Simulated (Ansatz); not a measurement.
Rock-salt SnTe (cubic form, which distorts at low temperature), treated with PBEsol (PAW; Ansatz, a program for electronic structure).

Numerical settings: plane-wave cutoff 520 eV, 10×10×10 k mesh, Fermi–Dirac smearing 0.01 eV, scalar-relativistic PAW data made under PBE.

Cell (relaxed at this level):

```yaml
crystal:
  lattice:
    - [0.00000, 3.14389, 3.14389]
    - [3.14389, 0.00000, 3.14389]
    - [3.14389, 3.14389, 0.00000]
  atoms:
    - { symbol: Sn, position: [0.00000, 0.00000, 0.00000] }
    - { symbol: Te, position: [0.50000, 0.50000, 0.50000] }
```

Task: What does this level give for the bulk modulus B0 and pressure derivative B′ of the bulk modulus?

Result: 
bulk modulus B0: 47.2 GPa
pressure derivative B′ of the bulk modulus: 4.6

The run finds no gap.

Measured, for comparison: bulk modulus 37.8 GPa (temperature not stated, no zero-point or thermal correction; as tabulated in Toher et al. (2017), arXiv:1611.05714). Computed (rounded) less measured: bulk modulus +25 %.

Note: symmetry holds this phase in the static calculation, where it need not be a minimum; the gap of the solid is closed in this run; this level leaves the solid without a gap, although one is measured.

Spin–orbit coupling is not included; it can open a gap where bands touch, and shift volumes and moduli.

The computed numbers hold no vibrational or temperature effects.
